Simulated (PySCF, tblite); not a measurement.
Isomers of C4H9OP, one GFN2-xTB conformer each. Single-point energies are computed at PBE0/pcSseg-1 (PySCF, gas phase, no added dispersion term), electronic only.

Question: Rank them by PBE0/pcSseg-1 energy, lowest first (kJ/mol).
A. `[CH2:1]=[C:2]([CH3:3])[P@H:4]([CH3:5])=[O:6]` with C1–C2–P4–C5 125°
B. `[CH2:1]=[CH:2][PH:3][CH2:4][O:5][CH3:6]` with C1–C2–P3–C4 120°, C2–P3–C4–O5 -55°, P3–C4–O5–C6 -179°

Answer: A (0.0), B (148.2).

As drawn, the lower has a P=O bond, which the higher lacks. GFN2-xTB itself gives, in the same order: 0.0, 211.1. Both levels put the same isomer lowest.

Question: Which frontier levels, dipoles and rotational constants go with these structures?

Answer: 
| SMILES | HOMO (eV, PBE0/pcSseg-1) | LUMO (eV) | dipole (D) | A, B, C (MHz) |
| --- | --- | --- | --- | --- |
| C=C(C)[P@H](C)=O | -7.69 | -0.48 | 4.20 | 4024, 2441, 1726 |
| C=CPCOC | -6.66 | 0.02 | 1.81 | 4545, 1752, 1378 |

Question: What happens when harmonic zero-point energies from GFN2-xTB frequencies are added?

Answer: 
```csv
SMILES,ZPE (kJ/mol),electronic (kJ/mol),with ZPE (kJ/mol)
C=C(C)[P@H](C)=O,312.8,0.0,0.0
C=CPCOC,311.1,148.2,146.5
```

The zero-point energies span 1.7 kJ/mol. The order is unchanged.
